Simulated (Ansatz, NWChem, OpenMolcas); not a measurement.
# A ladder of methods for LiH (SMILES [LiH])

LiH has 2 atoms, charge 0, and is taken as a singlet. SMILES: `[LiH]`. The bond length is the measured one.

```xyz
2

Li    0.0000    0.0000    0.0000
H     0.0000    0.0000    1.5957
```

Each level gives the vertical energy of the triplet above the singlet (eV). The values are calculated.

```csv
level,kind,program,value (eV),less CCSDT/cc-pVTZ,CPU time (all runs)
M06-L/cc-pVTZ,meta-GGA,OpenMolcas,3.50,+0.27,34 s
r2SCAN/cc-pVTZ,meta-GGA,OpenMolcas,3.14,-0.09,16 s
BHLYP/cc-pVTZ,global hybrid,NWChem,3.26,+0.03,7 s
r2SCAN0/cc-pVTZ,hybrid meta-GGA,Ansatz,3.13,-0.10,3.5 s
wB97M-V/cc-pVTZ,range-separated hybrid,Ansatz,3.53,+0.30,12 s
B2PLYP/cc-pVTZ,double hybrid,NWChem,3.25,+0.02,6.6 s
MP2/cc-pVTZ,perturbation theory,NWChem,3.01,-0.22,6.2 s
CCSDT/cc-pVTZ,coupled cluster or CI,Ansatz,3.23,0.00,4 s
"FCI/def2-SVP, open shells restricted",exact in the basis,OpenMolcas,3.04,-0.19,4 s
```

Differences are taken from CCSDT/cc-pVTZ for orientation; it has basis-set and higher-order errors of its own. The values span 3.01 to 3.53 eV. CPU times are rough (shared hosts, several kinds of processor): they show what a rung costs within a factor of a few.
